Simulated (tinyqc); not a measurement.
UHF in the sto-6g basis, for CH2, spin multiplicity 3, step by step (part 2 of 3). Computed by tinyqc, a small Python program that keeps every step (integrals from PySCF). Command: `OMP_NUM_THREADS=1 python tinyqc.py 26593 26594 out.jsonl` (the two numbers bound the seeds that draw the settings). One thread of a shared host (Intel(R) Xeon(R) Processor @ 2.60GHz), about 0.2 s of CPU time with the checks.

Geometry (angstrom):
```
atom         x          y         z
C     0.000000   0.000000  0.000000
H     0.000000   1.071000  0.821000
H     0.000000  -1.071000  0.821000
```

## Iteration 2: building the Fock matrix

D(alpha) after iteration 1:
```
            1C 1s      1C 2s     1C 2px     1C 2py     1C 2pz      2H 1s      3H 1s
1C 1s    1.065164  -0.272409   0.019109  -0.014701  -0.001823   0.016768   0.013084
1C 2s   -0.272409   1.141144  -0.131613   0.061429   0.000908  -0.039650  -0.117968
1C 2px   0.019109  -0.131613   0.927024   0.105919  -0.105023   0.122274   0.265953
1C 2py  -0.014701   0.061429   0.105919   0.742945   0.064549   0.041882  -0.246863
1C 2pz  -0.001823   0.000908  -0.105023   0.064549   0.963372   0.031850   0.009793
2H 1s    0.016768  -0.039650   0.122274   0.041882   0.031850   0.019740   0.028598
3H 1s    0.013084  -0.117968   0.265953  -0.246863   0.009793   0.028598   0.188843
```

D(beta) after iteration 1:
```
            1C 1s      1C 2s     1C 2px     1C 2py     1C 2pz      2H 1s      3H 1s
1C 1s    1.062854  -0.266493   0.035152  -0.038867  -0.048357   0.023359   0.023826
1C 2s   -0.266493   1.128091  -0.157539   0.118125   0.193033  -0.060816  -0.143361
1C 2px   0.035152  -0.157539   0.516242   0.441814  -0.150843   0.088842   0.016892
1C 2py  -0.038867   0.118125   0.441814   0.437442  -0.094637   0.068055  -0.017822
1C 2pz  -0.048357   0.193033  -0.150843  -0.094637   0.064094  -0.030577  -0.023714
2H 1s    0.023359  -0.060816   0.088842   0.068055  -0.030577   0.016428   0.007126
3H 1s    0.023826  -0.143361   0.016892  -0.017822  -0.023714   0.007126   0.018340
```

core Hamiltonian H = T + V (hartree):
```
             1C 1s      1C 2s     1C 2px     1C 2py     1C 2pz      2H 1s      3H 1s
1C 1s   -18.723592  -4.301969   0.000000   0.000000  -0.014190  -0.636150  -0.636150
1C 2s    -4.301969  -5.445387   0.000000   0.000000  -0.149771  -1.638626  -1.638626
1C 2px    0.000000   0.000000  -4.404459   0.000000   0.000000   0.000000   0.000000
1C 2py    0.000000   0.000000   0.000000  -4.506237   0.000000  -1.172833   1.172833
1C 2pz   -0.014190  -0.149771   0.000000   0.000000  -4.464267  -0.928125  -0.928125
2H 1s    -0.636150  -1.638626   0.000000  -1.172833  -0.928125  -3.053275  -0.399852
3H 1s    -0.636150  -1.638626   0.000000   1.172833  -0.928125  -0.399852  -3.053275
```

nuclear repulsion = 4.95267658 hartree

Given earlier and not repeated: Two-electron integrals (ij|kl) in chemists' order.

J_ij = sum D_kl (ij|kl) with D = D(alpha) + D(beta), K_ij = sum D_kl (ik|jl) for each spin; F = H + J - K(s); E = tr D H + tr D J / 2 - 0.5 sum_s tr D(s) K(s) + E_nn.

Coulomb J (hartree):
```
            1C 1s      1C 2s     1C 2px     1C 2py     1C 2pz      2H 1s      3H 1s
1C 1s   12.091592   2.218411  -0.010942   0.006675   0.010999   0.333647   0.333026
1C 2s    2.218411   5.370231  -0.049034   0.026948   0.061194   1.523576   1.522666
1C 2px  -0.010942  -0.049034   5.380249   0.038950  -0.014367  -0.004952  -0.016688
1C 2py   0.006675   0.026948   0.038950   5.376370  -0.007171   1.160275  -1.155576
1C 2pz   0.010999   0.061194  -0.014367  -0.007171   5.354074   0.895023   0.899847
2H 1s    0.333647   1.523576  -0.004952   1.160275   0.895023   3.065755   0.353573
3H 1s    0.333026   1.522666  -0.016688  -1.155576   0.899847   0.353573   3.110806
```

exchange K(alpha) (hartree):
```
            1C 1s      1C 2s     1C 2px     1C 2py     1C 2pz     2H 1s      3H 1s
1C 1s    3.657970   0.614257  -0.000445  -0.003549   0.000802  0.101884   0.099213
1C 2s    0.614257   1.057550  -0.016416  -0.001929   0.009176  0.298268   0.314268
1C 2px  -0.000445  -0.016416   0.846075   0.047503  -0.025548  0.034402   0.050819
1C 2py  -0.003549  -0.001929   0.047503   0.817759   0.015307  0.193305  -0.270071
1C 2pz   0.000802   0.009176  -0.025548   0.015307   0.885366  0.165672   0.174897
2H 1s    0.101884   0.298268   0.034402   0.193305   0.165672  0.217037   0.061144
3H 1s    0.099213   0.314268   0.050819  -0.270071   0.174897  0.061144   0.372124
```

exchange K(beta) (hartree):
```
            1C 1s      1C 2s     1C 2px     1C 2py     1C 2pz     2H 1s      3H 1s
1C 1s    3.620896   0.561554  -0.002130  -0.001602   0.000430  0.090779   0.086187
1C 2s    0.561554   0.782083  -0.090376   0.106553   0.103212  0.247758   0.178976
1C 2px  -0.002130  -0.090376   0.517198   0.291403  -0.084817  0.047533  -0.098185
1C 2py  -0.001602   0.106553   0.291403   0.485043  -0.052977  0.148982  -0.079918
1C 2pz   0.000430   0.103212  -0.084817  -0.052977   0.214759  0.048344   0.062829
2H 1s    0.090779   0.247758   0.047533   0.148982   0.048344  0.146412   0.035209
3H 1s    0.086187   0.178976  -0.098185  -0.079918   0.062829  0.035209   0.084085
```

F(alpha) (hartree):
```
             1C 1s      1C 2s     1C 2px     1C 2py     1C 2pz      2H 1s      3H 1s
1C 1s   -10.289970  -2.697815  -0.010497   0.010224  -0.003992  -0.404388  -0.402338
1C 2s    -2.697815  -1.132705  -0.032618   0.028877  -0.097753  -0.413318  -0.430229
1C 2px   -0.010497  -0.032618   0.129715  -0.008553   0.011180  -0.039354  -0.067507
1C 2py    0.010224   0.028877  -0.008553   0.052375  -0.022478  -0.205863   0.287328
1C 2pz   -0.003992  -0.097753   0.011180  -0.022478   0.004441  -0.198774  -0.203175
2H 1s    -0.404388  -0.413318  -0.039354  -0.205863  -0.198774  -0.204557  -0.107422
3H 1s    -0.402338  -0.430229  -0.067507   0.287328  -0.203175  -0.107422  -0.314593
```

F(beta) (hartree):
```
             1C 1s      1C 2s     1C 2px     1C 2py     1C 2pz      2H 1s      3H 1s
1C 1s   -10.252896  -2.645112  -0.008812   0.008277  -0.003621  -0.393282  -0.389312
1C 2s    -2.645112  -0.857238   0.041342  -0.079605  -0.191789  -0.362808  -0.294937
1C 2px   -0.008812   0.041342   0.458592  -0.252454   0.070450  -0.052486   0.081497
1C 2py    0.008277  -0.079605  -0.252454   0.385090   0.045806  -0.161540   0.097174
1C 2pz   -0.003621  -0.191789   0.070450   0.045806   0.675048  -0.081446  -0.091107
2H 1s    -0.393282  -0.362808  -0.052486  -0.161540  -0.081446  -0.133933  -0.081488
3H 1s    -0.389312  -0.294937   0.081497   0.097174  -0.091107  -0.081488  -0.026554
```

total energy of this density = -37.80729707 hartree

## Iteration 2: DIIS over 2 matrices

error matrix X^T (FDS - SDF) X (alpha):
```
           1          2          3          4          5          6          7
1   0.000000   0.016123   0.010063   0.033978   0.013323  -0.127770   0.013969
2  -0.016123   0.000000  -0.044594   0.037664   0.005809   0.162083   0.131598
3  -0.010063   0.044594   0.000000  -0.030061   0.053605   0.041334   0.045326
4  -0.033978  -0.037664   0.030061   0.000000  -0.034591   0.225327  -0.267215
5  -0.013323  -0.005809  -0.053605   0.034591   0.000000   0.185621   0.157298
6   0.127770  -0.162083  -0.041334  -0.225327  -0.185621   0.000000   0.047297
7  -0.013969  -0.131598  -0.045326   0.267215  -0.157298  -0.047297   0.000000
```

B (overlaps of the stored error matrices):
```
               1              2
1  1.3646971e+02  1.2178840e+00
2  1.2178840e+00  8.7397148e-01
```

Minimise |sum c_i e_i|^2 with sum c_i = 1: solve [B -1; -1 0][c; lambda] = [0; -1] with B_ij = tr e_i^T e_j summed over both spins, and take F = sum c_i F_i.

DIIS coefficients: -0.002549  1.002549

extrapolated F(alpha) (hartree):
```
             1C 1s      1C 2s     1C 2px     1C 2py     1C 2pz      2H 1s      3H 1s
1C 1s   -10.284395  -2.697149  -0.011120   0.009674  -0.004197  -0.404438  -0.402377
1C 2s    -2.697149  -1.130943  -0.032671   0.028584  -0.098092  -0.413209  -0.429983
1C 2px   -0.011120  -0.032671   0.131041  -0.008407   0.011137  -0.039260  -0.067526
1C 2py    0.009674   0.028584  -0.008407   0.054232  -0.022611  -0.205972   0.287068
1C 2pz   -0.004197  -0.098092   0.011137  -0.022611   0.006475  -0.198805  -0.203130
2H 1s    -0.404438  -0.413209  -0.039260  -0.205972  -0.198805  -0.204490  -0.107486
3H 1s    -0.402377  -0.429983  -0.067526   0.287068  -0.203130  -0.107486  -0.314221
```

extrapolated F(beta) (hartree):
```
             1C 1s      1C 2s     1C 2px     1C 2py     1C 2pz      2H 1s      3H 1s
1C 1s   -10.247518  -2.644348  -0.009397   0.007608  -0.003625  -0.393267  -0.389254
1C 2s    -2.644348  -0.855755   0.041351  -0.079587  -0.192151  -0.362707  -0.295045
1C 2px   -0.009397   0.041351   0.460499  -0.252797   0.070462  -0.052468   0.081736
1C 2py    0.007608  -0.079587  -0.252797   0.386988   0.046057  -0.161509   0.097131
1C 2pz   -0.003625  -0.192151   0.070462   0.046057   0.677328  -0.081631  -0.091097
2H 1s    -0.393267  -0.362707  -0.052468  -0.161509  -0.081631  -0.134233  -0.081636
3H 1s    -0.389254  -0.295045   0.081736   0.097131  -0.091097  -0.081636  -0.026552
```

## Iteration 2: diagonalisation and new density

X:
```
            1C 1s      1C 2s    1C 2px     1C 2py     1C 2pz      2H 1s      3H 1s
1C 1s    1.024869  -0.139597  0.000000   0.000000  -0.008191   0.019470   0.019470
1C 2s   -0.139597   1.144676  0.000000   0.000000   0.075343  -0.215219  -0.215219
1C 2px   0.000000   0.000000  1.000000   0.000000   0.000000   0.000000   0.000000
1C 2py   0.000000   0.000000  0.000000   1.081822   0.000000  -0.180428   0.180428
1C 2pz  -0.008191   0.075343  0.000000   0.000000   1.046733  -0.134014  -0.134014
2H 1s    0.019470  -0.215219  0.000000  -0.180428  -0.134014   1.123792  -0.016575
3H 1s    0.019470  -0.215219  0.000000   0.180428  -0.134014  -0.016575   1.123792
```

Diagonalise F' = X^T F X, C = X C', fill 5 alpha and 3 beta electrons from the bottom; D(s) = C_occ C_occ^T. Each column has its largest component positive (the first on a tie).

F' = X^T F X (alpha) (hartree):
```
            1          2          3          4          5          6          7
1  -10.080490  -1.425192  -0.009007   0.008742  -0.016071  -0.035512  -0.030055
2   -1.425192  -0.491071  -0.012024   0.013897   0.027348  -0.271057  -0.262314
3   -0.009007  -0.012024   0.131041  -0.014195   0.023598  -0.036161  -0.071429
4    0.008742   0.013897  -0.014195   0.246056  -0.033512  -0.264315   0.334712
5   -0.016071   0.027348   0.023598  -0.033512   0.102757  -0.205285  -0.206851
6   -0.035512  -0.271057  -0.036161  -0.264315  -0.205285   0.032887  -0.025347
7   -0.030055  -0.262314  -0.071429   0.334712  -0.206851  -0.025347  -0.065732
```

orbital energies (alpha) (hartree): MO1 -10.288848, MO2 -0.593807, MO3 -0.311302, MO4 -0.070999, MO5 0.121903, MO6 0.444574, MO7 0.573928

coefficients C (alpha):
```
              MO1        MO2        MO3        MO4        MO5        MO6        MO7
1C 1s    0.994204  -0.198726   0.047417  -0.157710   0.030400   0.120327   0.014596
1C 2s    0.024170   0.662175  -0.188482   0.697243  -0.149075  -0.661732  -0.085079
1C 2px   0.001088   0.071227   0.019647  -0.030436   0.977610  -0.175857  -0.083466
1C 2py  -0.001215  -0.074435  -0.441514  -0.059266   0.069923  -0.155690   1.001164
1C 2pz   0.002390   0.171699  -0.063538  -0.659044  -0.185949  -0.780027  -0.162579
2H 1s   -0.003798   0.229336  -0.502972  -0.317650   0.090717   0.833622  -0.500748
3H 1s   -0.004761   0.381171   0.549007  -0.319076   0.107308   0.522942   0.725864
```

F' = X^T F X (beta) (hartree):
```
            1          2          3          4          5          6          7
1  -10.051638  -1.406663  -0.015410   0.018120  -0.002219  -0.036690  -0.034058
2   -1.406663  -0.237449   0.047655  -0.071398  -0.083429  -0.247854  -0.214417
3   -0.015410   0.047655   0.460499  -0.249267   0.073025  -0.033232   0.028587
4    0.018120  -0.071398  -0.249267   0.553956   0.051455  -0.261922   0.225579
5   -0.002219  -0.083429   0.073025   0.051455   0.763791  -0.161035  -0.164691
6   -0.036690  -0.247854  -0.033232  -0.261922  -0.161035   0.068486  -0.020704
7   -0.034058  -0.214417   0.028587   0.225579  -0.164691  -0.020704   0.156599
```

orbital energies (beta) (hartree): MO1 -10.250186, MO2 -0.354897, MO3 -0.101520, MO4 0.314366, MO5 0.396902, MO6 0.847530, MO7 0.862050

coefficients C (beta):
```
              MO1        MO2        MO3        MO4        MO5        MO6        MO7
1C 1s    0.995595  -0.193406  -0.041020  -0.197853   0.000509  -0.029939   0.018133
1C 2s    0.018658   0.655544   0.144113   0.962960  -0.034630   0.217557  -0.037524
1C 2px   0.000783  -0.006132  -0.312482  -0.005703   0.811033   0.313837  -0.382121
1C 2py  -0.000877   0.098253  -0.355308   0.101914   0.407955  -0.288760   0.916162
1C 2pz   0.002158   0.120167   0.099619  -0.071165  -0.144496   0.962268   0.401300
2H 1s   -0.003155   0.436362  -0.475862  -0.725442  -0.339538  -0.216157  -0.505225
3H 1s   -0.004233   0.187692   0.580747  -0.588841   0.554878  -0.488836   0.307079
```

D(alpha) after iteration 2:
```
            1C 1s      1C 2s     1C 2px     1C 2py     1C 2pz      2H 1s      3H 1s
1C 1s    1.055978  -0.230992   0.022379   0.004121   0.063527  -0.020347  -0.000866
1C 2s   -0.230992   0.982956  -0.123471  -0.017847  -0.306065   0.011567  -0.089661
1C 2px   0.022379  -0.123471   0.962108   0.056184  -0.150743   0.104803   0.152548
1C 2py   0.004121  -0.017847   0.056184   0.208879   0.041326   0.230172  -0.244348
1C 2pz   0.063527  -0.306065  -0.150743   0.041326   0.502439   0.263802   0.220884
2H 1s   -0.020347   0.011567   0.104803   0.230172   0.263802   0.414721  -0.077612
3H 1s   -0.000866  -0.089661   0.152548  -0.244348   0.220884  -0.077612   0.560047
```

D(beta) after iteration 2:
```
            1C 1s      1C 2s     1C 2px     1C 2py     1C 2pz      2H 1s      3H 1s
1C 1s    1.030298  -0.114122   0.014784  -0.005302  -0.025179  -0.068017  -0.064338
1C 2s   -0.114122   0.450854  -0.049038   0.013188   0.093171   0.217417   0.206655
1C 2px   0.014784  -0.049038   0.097683   0.110424  -0.031864   0.146020  -0.182627
1C 2py  -0.005302   0.013188   0.110424   0.135898  -0.023591   0.211954  -0.187899
1C 2pz  -0.025179   0.093171  -0.031864  -0.023591   0.024369   0.005024   0.080399
2H 1s   -0.068017   0.217417   0.146020   0.211954   0.005024   0.416867  -0.194441
3H 1s   -0.064338   0.206655  -0.182627  -0.187899   0.080399  -0.194441   0.372513
```

## Iteration 18 (converged): orbitals

converged F(alpha) (hartree):
```
             1C 1s      1C 2s     1C 2px     1C 2py     1C 2pz      2H 1s      3H 1s
1C 1s   -11.154715  -2.876453   0.000000   0.000000  -0.002156  -0.428171  -0.428171
1C 2s    -2.876453  -1.482939   0.000000   0.000000   0.052646  -0.505531  -0.505531
1C 2px    0.000000   0.000000  -0.364231   0.000000   0.000000   0.000000   0.000000
1C 2py    0.000000   0.000000   0.000000  -0.191059   0.000000  -0.300781   0.300781
1C 2pz   -0.002156   0.052646   0.000000   0.000000  -0.273358  -0.234115  -0.234115
2H 1s    -0.428171  -0.505531   0.000000  -0.300781  -0.234115  -0.277322  -0.125099
3H 1s    -0.428171  -0.505531   0.000000   0.300781  -0.234115  -0.125099  -0.277322
```

converged F(beta) (hartree):
```
             1C 1s      1C 2s     1C 2px     1C 2py     1C 2pz      2H 1s      3H 1s
1C 1s   -11.092723  -2.822729   0.000000   0.000000  -0.004471  -0.417447  -0.417447
1C 2s    -2.822729  -1.066288   0.000000   0.000000  -0.211255  -0.477976  -0.477976
1C 2px    0.000000   0.000000   0.384475  -0.000001   0.000000   0.000000   0.000000
1C 2py    0.000000   0.000000  -0.000001  -0.001282   0.000000  -0.287823   0.287823
1C 2pz   -0.004471  -0.211255   0.000000   0.000000   0.270108  -0.186792  -0.186792
2H 1s    -0.417447  -0.477976   0.000000  -0.287823  -0.186792  -0.304183  -0.102621
3H 1s    -0.417447  -0.477976   0.000000   0.287823  -0.186792  -0.102621  -0.304182
```

As before.

F' = X^T F X (alpha) (hartree):
```
            1          2          3          4          5          6          7
1  -10.950969  -1.458581   0.000000   0.000000  -0.034458  -0.032927  -0.032927
2   -1.458581  -0.808985   0.000000   0.000000   0.199671  -0.316006  -0.316006
3    0.000000   0.000000  -0.364231   0.000000   0.000000   0.000000   0.000000
4    0.000000   0.000000   0.000000   0.001324   0.000000  -0.322035   0.322035
5   -0.034458   0.199671   0.000000   0.000000  -0.161333  -0.242799  -0.242800
6   -0.032927  -0.316006   0.000000  -0.322035  -0.242799   0.013180  -0.023971
7   -0.032927  -0.316006   0.000000   0.322035  -0.242800  -0.023971   0.013180
```

orbital energies (alpha) (hartree): MO1 -11.157634, MO2 -0.834666, MO3 -0.436541, MO4 -0.411278, MO5 -0.364231, MO6 0.471501, MO7 0.475016

coefficients C (alpha):
```
              MO1        MO2        MO3        MO4       MO5        MO6        MO7
1C 1s    0.995457  -0.242129   0.000000   0.061952  0.000000   0.131414   0.000002
1C 2s    0.019078   0.884241  -0.000001  -0.334312  0.000000  -0.730804  -0.000009
1C 2px   0.000000   0.000000   0.000000  -0.000001  1.000000   0.000000   0.000000
1C 2py   0.000000   0.000000   0.603005  -0.000002  0.000000  -0.000012   0.933719
1C 2pz   0.001489  -0.055956   0.000004   0.776204  0.000000  -0.729169  -0.000010
2H 1s   -0.003308   0.169357   0.428803   0.315516  0.000000   0.741209  -0.706321
3H 1s   -0.003308   0.169357  -0.428800   0.315521  0.000000   0.741191   0.706339
```

F' = X^T F X (beta) (hartree):
```
            1          2          3          4          5          6          7
1  -10.893114  -1.466785   0.000000   0.000000  -0.003351  -0.028738  -0.028738
2   -1.466785  -0.350741   0.000000   0.000000  -0.071329  -0.333329  -0.333330
3    0.000000   0.000000   0.384475  -0.000001   0.000000   0.000000   0.000000
4    0.000000   0.000000  -0.000001   0.210098   0.000000  -0.332097   0.332097
5   -0.003351  -0.071329   0.000000   0.000000   0.367057  -0.202632  -0.202632
6   -0.028738  -0.333329   0.000000  -0.332097  -0.202632  -0.034033  -0.008714
7   -0.028738  -0.333330   0.000000   0.332097  -0.202632  -0.008714  -0.034032
```

orbital energies (beta) (hartree): MO1 -11.094389, MO2 -0.622196, MO3 -0.391792, MO4 0.233654, MO5 0.384475, MO6 0.563386, MO7 0.576572

coefficients C (beta):
```
              MO1        MO2        MO3        MO4        MO5        MO6        MO7
1C 1s    0.996653  -0.183302   0.000000  -0.182140   0.000000  -0.102845   0.000000
1C 2s    0.014234   0.616048   0.000000   0.837521   0.000000   0.589004   0.000000
1C 2px   0.000000   0.000000   0.000001   0.000000   1.000000   0.000000  -0.000001
1C 2py   0.000000   0.000000   0.464347   0.000001   0.000001   0.000000   1.009866
1C 2pz   0.001748   0.181087  -0.000001  -0.511511   0.000000   0.918082   0.000001
2H 1s   -0.002685   0.345039   0.524729  -0.406805  -0.000001  -0.626955  -0.638304
3H 1s   -0.002685   0.345038  -0.524729  -0.406803   0.000001  -0.626957   0.638304
```

D(alpha) after iteration 18:
```
            1C 1s      1C 2s    1C 2px     1C 2py     1C 2pz      2H 1s      3H 1s
1C 1s    1.053400  -0.215820  0.000000   0.000000   0.063119  -0.024752  -0.024752
1C 2s   -0.215820   0.894010  0.000000   0.000000  -0.308944   0.044208   0.044208
1C 2px   0.000000   0.000000  1.000000   0.000000   0.000000   0.000000   0.000000
1C 2py   0.000000   0.000000  0.000000   0.363615   0.000000   0.258569  -0.258569
1C 2pz   0.063119  -0.308944  0.000000   0.000000   0.605626   0.235425   0.235425
2H 1s   -0.024752   0.044208  0.000000   0.258569   0.235425   0.312115  -0.055626
3H 1s   -0.024752   0.044208  0.000000  -0.258569   0.235425  -0.055626   0.312116
```

D(beta) after iteration 18:
```
            1C 1s      1C 2s    1C 2px     1C 2py     1C 2pz      2H 1s      3H 1s
1C 1s    1.026917  -0.098736  0.000000   0.000000  -0.031451  -0.065922  -0.065922
1C 2s   -0.098736   0.379717  0.000000   0.000000   0.111583   0.212522   0.212522
1C 2px   0.000000   0.000000  0.000000   0.000000   0.000000   0.000001   0.000000
1C 2py   0.000000   0.000000  0.000000   0.215619   0.000000   0.243657  -0.243657
1C 2pz  -0.031451   0.111583  0.000000   0.000000   0.032796   0.062477   0.062478
2H 1s   -0.065922   0.212522  0.000001   0.243657   0.062477   0.394400  -0.156282
3H 1s   -0.065922   0.212522  0.000000  -0.243657   0.062478  -0.156282   0.394399
```
